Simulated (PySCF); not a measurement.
# How the method changes the constants of CCl

State: ²Π (doublet), unpaired electrons π ↑. Set-up: C def2-SVPD, Cl def2-SVPD; no relativity (PySCF 2.14). De refers to C + Cl in their high-spin ground configurations, without counterpoise correction. The functionals are run spin-unrestricted. A positive dipole means C(−)Cl(+).

```tsv
Level	Re (Å)	ωe (cm⁻¹)	De (eV)	μ (D)	CPU s a point (SCF and correlation, without the integrals)
UHF	1.671	874	2.16	1.03	0.13
UHF-MP2	1.658	889	3.75	n/a	0.2
UHF-SCS-MP2	1.664	873	3.60	n/a	n/a
UHF-CCSD	1.671	866	3.49	n/a	n/a
UHF-CCSD(T)	1.676	853	3.67	n/a	3
PBE	1.675	845	4.65	1.49	0.56
TPSS	1.685	823	4.35	1.33	0.89
r²SCAN	1.670	858	4.27	1.43	0.83
M06-L	1.665	875	4.35	1.41	0.84
PBE0	1.659	883	4.27	1.43	0.8
M06-2X	1.661	873	4.10	1.34	0.99
CAM-B3LYP	1.657	884	4.04	1.47	0.86
```

Task: Which functional lies closest to UHF-CCSD(T) in De, which farthest, and by how much do they differ from it?

Result: Closest is CAM-B3LYP (-1.9 pm in Re, +3.6 % in ωe, +0.37 eV in De against UHF-CCSD(T) in the same basis), farthest PBE (-0.1 pm in Re, -0.9 % in ωe, +0.98 eV in De). CCSD(T) converges more slowly with the basis than the functionals do and binds too weakly in this one, so the order can change at the basis-set limit.

Task: What does second-order correlation do here, going from UHF to UHF-MP2?

Result: UHF-MP2 less UHF: -1.3 pm in Re, +1.7 % in ωe, +1.59 eV in De. Correlation nearly always deepens the well. The bond shortens, as in weak, metallic or heavy-atom bonds, where dispersion and the correlation of outer-core electrons pull the atoms together.

Task: What does all correlation do here, going from UHF to UHF-CCSD(T)?

Result: UHF-CCSD(T) less UHF: +0.5 pm in Re, -2.4 % in ωe, +1.51 eV in De. Correlation nearly always deepens the well. The bond lengthens, as in strong covalent bonds, where excitations into antibonding orbitals dominate.

Correlated steps freeze 6 core orbitals. Correlated levels converge slowly with the basis: in double zeta they bind strong bonds too weakly, by up to about 1 eV, and carry superposition errors of some tenths. The state is the lowest determinant that a PBE0 search found; another state may lie lower at other levels.

The whole job (state search and all levels along the bond) took about 1.8 min on 1 thread of Arm Neoverse V1 (shared host), peak memory 0.53 GiB.
